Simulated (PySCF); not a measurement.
# NH3S (SMILES NS): CCSDT(Q)/STO-6G

What is the energy change on altering one bond length of NH3S at CCSDT(Q)/STO-6G? The job is set up through a Python script.

The results are computed with PySCF 2.14.0.

11 further runs of the same task are left out: 11 set aside as unsound or not needed.

## 1. The structure to begin with

NH3S has 5 atoms, charge 0, and is taken as a singlet. As SMILES, `NS`. The shape is that of a GFN2-xTB optimisation. This is one conformer, not always the lowest.

Bond lengths: N1–S2 1.719 Å, N1–H3 1.015 Å, N1–H4 1.015 Å, S2–H5 1.338 Å. Angles: N1–S2–H5 95.5°, S2–N1–H3 109.8°, S2–N1–H4 109.7°, H3–N1–H4 108.9°.

## 2. The energy at CCSDT(Q)/STO-6G

The input, calc.py:

```python
from pyscf import gto, scf, cc

mol = gto.M(
    atom='''
N   -0.162760  -0.507400  -0.231700
S    0.168270   0.954370   0.610330
H    0.015040  -1.300690   0.375430
H   -1.135990  -0.524720  -0.519210
H    1.115440   1.378440  -0.234860
''',
    basis='sto-6g',
    verbose=3,
    charge=0,
    max_memory=1860,
)

mf = scf.RHF(mol)
mf.conv_tol = 1e-10
mf.kernel()
if not mf.converged:
    mf = mf.newton().run(mf.mo_coeff, mf.mo_occ)

mycc = cc.CCSDT(mf, frozen=6)
mycc.kernel()
e_bracket, e_q = mycc.ccsdt_q()
etot = mycc.e_tot + e_q
print('Final energy', etot)
```

The run is started by

```bash
OMP_NUM_THREADS=1 python calc.py
```

Log:

```text
converged SCF energy = -452.146769824494
_make_eris_incore_RCCSDT

WARN: A large `blksize` is being used, which may cause large memory consumption
      for storing contraction intermediates. If memory is sufficient, consider using
      `pyscf.cc.rccsdt_highm.RCCSDT` instead.

RCCSDT converged
E(RCCSDT) = -452.2439020935009   E_corr = -0.09713226900701583
E_corr(same-spin) = -0.00467625866343
E_corr(oppo-spin) = -0.0924560103435858
_make_eris_incore_RCCSDT
Final energy -452.2439720169324
```

Wall time 1.2 s (1 thread of Intel Xeon Platinum 8488C (Sapphire Rapids), shared host); peak memory 0.1 GiB.

## 3. The distorted shape, same level

The input, calc.py:

```python
from pyscf import gto, cc

mol = gto.M(
    atom=[
    ('N', (-0.636346, -0.719435, 0.190896)),
    ('S', (-0.305316, 0.742335, 1.032926)),
    ('H', (-0.458546, -1.512725, 0.798026)),
    ('H', (-1.609576, -0.736755, -0.096614)),
    ('H', (1.115440, 1.378440, -0.234860)),
],
    max_memory=1860,
    spin=0,
    verbose=4,
    basis='sto-6g',
)

myscf = mol.RHF()
myscf.conv_tol = 1e-10
myscf.kernel()
if not myscf.converged:
    myscf = myscf.newton().run(myscf.mo_coeff, myscf.mo_occ)

mycc = cc.CCSDT(myscf, frozen=6)
mycc.kernel()
e_bracket, e_q = mycc.ccsdt_q()
e_tot = mycc.e_tot + e_q
print(f'total energy: {e_tot:.8f} hartree')
```

The run is started by

```bash
OMP_NUM_THREADS=1 python calc.py
```

Log:

```text
PySCF version 2.14.0

[INPUT] num. atoms = 5
[INPUT] num. electrons = 26
[INPUT] charge = 0
[INPUT] spin (= nelec alpha-beta = 2S) = 0
[INPUT] symmetry False subgroup None
[INPUT] Mole.unit = angstrom
[INPUT] Symbol           X                Y                Z      unit          X                Y                Z       unit  Magmom
[INPUT]  1 N     -0.636346000000  -0.719435000000   0.190896000000 AA   -1.202519660462  -1.359535114426   0.360741158275 Bohr   0.0
[INPUT]  2 S     -0.305316000000   0.742335000000   1.032926000000 AA   -0.576963621448   1.402809842679   1.951947246942 Bohr   0.0
[INPUT]  3 H     -0.458546000000  -1.512725000000   0.798026000000 AA   -0.866526355515  -2.858635951783   1.508050580282 Bohr   0.0
[INPUT]  4 H     -1.609576000000  -0.736755000000  -0.096614000000 AA   -3.041657816673  -1.392265170904  -0.182573999799 Bohr   0.0
[INPUT]  5 H      1.115440000000   1.378440000000  -0.234860000000 AA    2.107876108385   2.604874079145  -0.443821077615 Bohr   0.0

nuclear repulsion = 55.411286905077
number of shells = 11
number of NR pGTOs = 102
number of NR cGTOs = 17
basis = sto-6g
ecp = {}

******** <class 'pyscf.scf.hf.RHF'> ********
method = RHF
initial guess = minao
damping factor = 0
level_shift factor = 0
DIIS = <class 'pyscf.scf.diis.CDIIS'>
diis_start_cycle = 1
diis_space = 8
diis_damp = 0
SCF conv_tol = 1e-10
SCF conv_tol_grad = None
SCF max_cycles = 50
direct_scf = True
direct_scf_tol = 1e-13
Set gradient conv threshold to 1e-05
Initial guess from minao.
init E= -451.714125467907
  HOMO = -0.206695829335075  LUMO = 0.0221757937545467  gap/eV = 6.22791
cycle= 1 E= -451.982872294112  delta_E= -0.269  |g|= 0.223  |ddm|= 2.76
  HOMO = -0.203256962144281  LUMO = 0.210649342120891  gap/eV = 11.26296
cycle= 2 E= -452.01033235057  delta_E= -0.0275  |g|= 0.0528  |ddm|= 0.531
  HOMO = -0.260226717217914  LUMO = 0.208938297595243  gap/eV = 12.76663
cycle= 3 E= -452.012365366491  delta_E= -0.00203  |g|= 0.0165  |ddm|= 0.142
  HOMO = -0.267040973193482  LUMO = 0.204198492435738  gap/eV = 12.82308
cycle= 4 E= -452.012600315074  delta_E= -0.000235  |g|= 0.00458  |ddm|= 0.0504
  HOMO = -0.267106584424186  LUMO = 0.203477790327643  gap/eV = 12.80525
cycle= 5 E= -452.012619245362  delta_E= -1.89e-05  |g|= 0.00144  |ddm|= 0.0149
  HOMO = -0.267191885699803  LUMO = 0.203758310548886  gap/eV = 12.81521
cycle= 6 E= -452.012621407136  delta_E= -2.16e-06  |g|= 0.000274  |ddm|= 0.00569
  HOMO = -0.267235322756498  LUMO = 0.203804225453767  gap/eV = 12.81764
cycle= 7 E= -452.01262148549  delta_E= -7.84e-08  |g|= 5.58e-05  |ddm|= 0.00108
  HOMO = -0.26723961850128  LUMO = 0.20378976487093  gap/eV = 12.81736
cycle= 8 E= -452.012621488432  delta_E= -2.94e-09  |g|= 1.13e-05  |ddm|= 0.000201
  HOMO = -0.267241394325838  LUMO = 0.203789157058721  gap/eV = 12.81739
cycle= 9 E= -452.012621488545  delta_E= -1.13e-10  |g|= 1.03e-06  |ddm|= 4.1e-05
  HOMO = -0.26724118656568  LUMO = 0.203788502987765  gap/eV = 12.81737
cycle= 10 E= -452.012621488547  delta_E= -1.42e-12  |g|= 2.97e-07  |ddm|= 3.25e-06
  HOMO = -0.267241170294364  LUMO = 0.203788475974743  gap/eV = 12.81737
Extra cycle  E= -452.012621488547  delta_E= -5.68e-14  |g|= 1.34e-07  |ddm|= 8.29e-07
converged SCF energy = -452.012621488547

******** <class 'pyscf.cc.rccsdt.RCCSDT'> ********
RCCSDT nocc = 7, nmo = 11
Allocating only the i<=j<=k part of the T3 amplitude in memory
frozen orbitals 6
max_cycle = 50
conv_tol = 1e-07
conv_tol_normt = 1e-06
diis with the T3 amplitude
diis_space = 6
diis_start_cycle = 0
diis_start_energy_diff = 1e+09
einsum_backend: numpy
_make_eris_incore_RCCSDT
blksize  7    blksize_oovv  4    blksize_oooo  4    blksize_vvvv  1

WARN: A large `blksize` is being used, which may cause large memory consumption
      for storing contraction intermediates. If memory is sufficient, consider using
      `pyscf.cc.rccsdt_highm.RCCSDT` instead.

Approximate memory usage estimate
    T3 memory                42.0 KB
    R3 memory                42.0 KB
    Symmetrized T3 memory    28.0 KB
    ERIs memory               114 KB
    T1-ERIs memory            114 KB
    Intermediates memory      114 KB
    Block workspace          88.0 KB
    T3 einsum buffer         88.0 KB
Total estimated memory        631 KB
Init t2, MP2 energy = -452.113118541870  E_corr(MP2) -0.100497053323
Init E_corr(RCCSDT) = -0.100497053323328
cycle =  1  E_corr(RCCSDT) = -0.129347802420  dE = -2.885074909668e-02  norm(d tamps) = 1.02378966e-01
cycle =  2  E_corr(RCCSDT) = -0.141822147437  dE = -1.247434501680e-02  norm(d tamps) = 4.98224142e-02
cycle =  3  E_corr(RCCSDT) = -0.148346325977  dE = -6.524178540489e-03  norm(d tamps) = 2.48682910e-02
cycle =  4  E_corr(RCCSDT) = -0.151695355257  dE = -3.349029279731e-03  norm(d tamps) = 1.53994553e-02
cycle =  5  E_corr(RCCSDT) = -0.151362520389  dE =  3.328348680166e-04  norm(d tamps) = 3.90722543e-03
cycle =  6  E_corr(RCCSDT) = -0.151488079668  dE = -1.255592791668e-04  norm(d tamps) = 1.37817204e-03
cycle =  7  E_corr(RCCSDT) = -0.151528344353  dE = -4.026468517201e-05  norm(d tamps) = 6.16309202e-04
cycle =  8  E_corr(RCCSDT) = -0.151504107750  dE =  2.423660340187e-05  norm(d tamps) = 2.01110208e-04
cycle =  9  E_corr(RCCSDT) = -0.151502610603  dE =  1.497147336077e-06  norm(d tamps) = 8.31881332e-05
cycle = 10  E_corr(RCCSDT) = -0.151504450756  dE = -1.840153748628e-06  norm(d tamps) = 3.48680964e-05
cycle = 11  E_corr(RCCSDT) = -0.151505955065  dE = -1.504309122824e-06  norm(d tamps) = 1.36249932e-05
cycle = 12  E_corr(RCCSDT) = -0.151506081331  dE = -1.262651064260e-07  norm(d tamps) = 4.71321176e-06
cycle = 13  E_corr(RCCSDT) = -0.151505968986  dE =  1.123450537877e-07  norm(d tamps) = 2.74152327e-06
cycle = 14  E_corr(RCCSDT) = -0.151505773753  dE =  1.952323202270e-07  norm(d tamps) = 1.36438327e-06
cycle = 15  E_corr(RCCSDT) = -0.151505764666  dE =  9.086898677957e-09  norm(d tamps) = 7.50388773e-07
RCCSDT converged
E(RCCSDT) = -452.1641272532132   E_corr = -0.1515057646663152
E_corr(same-spin) = -0.00683071647399815
E_corr(oppo-spin) = -0.144675048192317
_make_eris_incore_RCCSDT
[Q] correction =  4.694626316624e-06    (Q) correction = -1.448734533749e-04
total energy: -452.16427213 hartree
```

It took 1.4 s on 1 thread of Intel Xeon Platinum 8488C (Sapphire Rapids), shared host; peak memory 0.12 GiB.

## 4. Summary of results

At CCSDT(Q)/STO-6G, 6 core orbitals frozen:

| quantity | value |
| --- | --- |
| first shape: total energy | -452.24397 Eh |
| first shape: dipole moment (Hartree–Fock density) | 0.79 D |
| first shape: HOMO energy (Hartree–Fock orbitals) | -7.48 eV |
| first shape: LUMO energy (Hartree–Fock orbitals) | 11.79 eV |
| first shape: HOMO–LUMO gap (Hartree–Fock orbitals) | 19.27 eV |
| first shape: correlation energy (6 core orbitals frozen) | -97.2 mEh |
| first shape: T1 diagnostic | 0.006 |
| distorted shape: total energy | -452.16427 Eh |
| distorted shape: dipole moment (Hartree–Fock density) | 1.52 D |
| distorted shape: HOMO energy (Hartree–Fock orbitals) | -7.27 eV |
| distorted shape: LUMO energy (Hartree–Fock orbitals) | 5.55 eV |
| distorted shape: HOMO–LUMO gap (Hartree–Fock orbitals) | 12.82 eV |
| distorted shape: correlation energy (6 core orbitals frozen) | -151.7 mEh |
| distorted shape: T1 diagnostic | 0.013 |
| energy change with the S2–H5 bond stretched from 1.338 to 2.008 Å | 2.169 eV |

**Reading.** With the S2–H5 bond stretched from 1.338 to 2.008 Å the energy rises by 2.17 eV (50 kcal/mol). The first shape isn't relaxed at this level, so the change isn't measured from a minimum. The minimal basis adds a large error of its own. Mulliken charges (distorted shape) of the mean-field density run from -0.50 on N1 to +0.23 on S2.
